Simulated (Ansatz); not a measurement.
Input for Ansatz (development build ahead of 0.2.0):

```yaml
crystal:
  periodic: [false, false, false]
  atoms:
    - { symbol: C, position_ang: [0.0, 0.01452, -0.63502] }
    - { symbol: C, position_ang: [0.0, -0.03876, 0.7272] }
    - { symbol: H, position_ang: [0.85905, 0.01359, 1.24729] }
    - { symbol: H, position_ang: [-0.85905, 0.01359, 1.24729] }
    - { symbol: H, position_ang: [0.0, 0.97526, -0.98072] }
    - { symbol: H, position_ang: [0.82012, -0.4285, -1.03347] }
    - { symbol: H, position_ang: [-0.82012, -0.4285, -1.03347] }
basis:
  gaussian: { orbitals: def2-TZVP }
magnetization:
  spin_polarized: true
  initial_magnetization: 1
hamiltonian:
  xc: hf
correlation:
  method: mp2
  frozen_orbitals: { C: 1, H: 0 }
```

The input is written out in the form of the current development build from the run's settings.

Results

- Converged: yes
- Reference energy: -78.59653 hartree
- Correlation energy: -0.31519 hartree
- Total energy: -78.91172 hartree
- Spin squared of the determinant: 0.760
